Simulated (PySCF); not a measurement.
C5H8.
Atom-mapped SMILES: `[CH2:1]=[CH:2][C:3](=[CH2:4])[CH3:5]` (hydrogens: H6, H7 on C1; H8 on C2; H9, H10 on C4; H11, H12, H13 on C5)

The same species was optimised twice, with GFN2-xTB and with PBE0-D3(BJ)/def2-SVP (PySCF), and the same property calculations (PySCF, gas phase) were run on both structures.

```csv
coordinate,GFN2-xTB,PBE0-D3(BJ)/def2-SVP,change
C1–H6 (Å),1.077,1.093,+0.016
C4–H9 (Å),1.077,1.094,+0.017
C4–H10 (Å),1.077,1.093,+0.016
C1–H7 (Å),1.077,1.092,+0.015
C5–H13 (Å),1.089,1.102,+0.013
C5–H12 (Å),1.089,1.102,+0.013
C2–H8 (Å),1.083,1.096,+0.013
C3=C4 (Å),1.332,1.345,+0.013
C1=C2 (Å),1.328,1.340,+0.012
C5–H11 (Å),1.087,1.098,+0.011
C2–C3 (Å),1.457,1.466,+0.009
C3–C5 (Å),1.499,1.500,+0.001
H12–C5–H13 (°),108.1,106.9,-1.2
H9–C4–H10 (°),116.2,117.2,+1.0
C3–C5–H13 (°),110.3,111.0,+0.7
H6–C1–H7 (°),115.9,116.7,+0.8
C3–C5–H12 (°),110.3,111.0,+0.7
C3–C5–H11 (°),110.6,111.3,+0.7
C3–C4–H10 (°),122.1,121.5,-0.6
C3–C2–H8 (°),114.8,115.4,+0.6
C1–C2–C3–C4 (°),180,180,0
```

Rotational constants: A = 8669, B = 4226, C = 2892 MHz (GFN2-xTB) against A = 8560, B = 4171, C = 2854 MHz (PBE0-D3(BJ)/def2-SVP). Point groups within 0.08 Å: Cs and Cs.

On the GFN2-xTB structure: lowest singlet, TDDFT (eV) 5.93 [CAM-B3LYP/def2-SVPD]; lowest triplet, Tamm–Dancoff (eV) 3.31 [CAM-B3LYP/def2-SVPD]; isotropic polarisability (au) 64.7 [CAM-B3LYP/def2-SVPD]; HOMO (eV) -7.99 [CAM-B3LYP/def2-SVPD]; LUMO (eV) 0.32 [CAM-B3LYP/def2-SVPD]; dipole (D) 0.26 [CAM-B3LYP/def2-SVPD]; HOMO (eV) -6.74 [PBE0/pcSseg-1]; LUMO (eV) -0.71 [PBE0/pcSseg-1]; dipole (D) 0.28 [PBE0/pcSseg-1]; GIAO shielding of C1 (ppm) 67.0 [PBE0/pcSseg-1]; GIAO shielding of C2 (ppm) 39.2 [PBE0/pcSseg-1]; GIAO shielding of C3 (ppm) 36.6 [PBE0/pcSseg-1]; GIAO shielding of C4 (ppm) 61.8 [PBE0/pcSseg-1]; GIAO shielding of C5 (ppm) 166.3 [PBE0/pcSseg-1].

Task: What do these properties become on the PBE0-D3(BJ)/def2-SVP structure?

Result: 
```csv
property,level,on GFN2-xTB,on PBE0-D3(BJ)/def2-SVP,change
"lowest singlet, TDDFT (eV)",CAM-B3LYP/def2-SVPD,5.93,5.84,-0.09
"lowest triplet, Tamm–Dancoff (eV)",CAM-B3LYP/def2-SVPD,3.31,3.21,-0.10
isotropic polarisability (au),CAM-B3LYP/def2-SVPD,64.7,66.2,+1.5
HOMO (eV),CAM-B3LYP/def2-SVPD,-7.99,-7.96,+0.03
LUMO (eV),CAM-B3LYP/def2-SVPD,0.32,0.26,-0.06
dipole (D),CAM-B3LYP/def2-SVPD,0.26,0.27,+0.01
"energy, GFN2-xTB geometry as zero (kcal/mol)",CAM-B3LYP/def2-SVPD,0.0,-0.6,-0.6
HOMO (eV),PBE0/pcSseg-1,-6.74,-6.71,+0.03
LUMO (eV),PBE0/pcSseg-1,-0.71,-0.78,-0.07
dipole (D),PBE0/pcSseg-1,0.28,0.29,+0.01
"energy, GFN2-xTB geometry as zero (kcal/mol)",PBE0/pcSseg-1,0.0,-0.3,-0.3
GIAO shielding of C1 (ppm),PBE0/pcSseg-1,67.0,63.7,-3.3
GIAO shielding of C2 (ppm),PBE0/pcSseg-1,39.2,36.4,-2.8
GIAO shielding of C3 (ppm),PBE0/pcSseg-1,36.6,34.3,-2.3
GIAO shielding of C4 (ppm),PBE0/pcSseg-1,61.8,58.4,-3.4
GIAO shielding of C5 (ppm),PBE0/pcSseg-1,166.3,164.6,-1.7
```

The heavy atoms differ by 0.009 Å rms after alignment. Among all bonds C1–H6, C4–H9 and C4–H10 change most and about equally (+0.016 to +0.017 Å). Changes are differences of the printed values. Neither structure is proved a minimum here.

Conformer computed: `[CH2:1]=[CH:2][C:3](=[CH2:4])[CH3:5]`: C1–C2–C3–C4 180°.
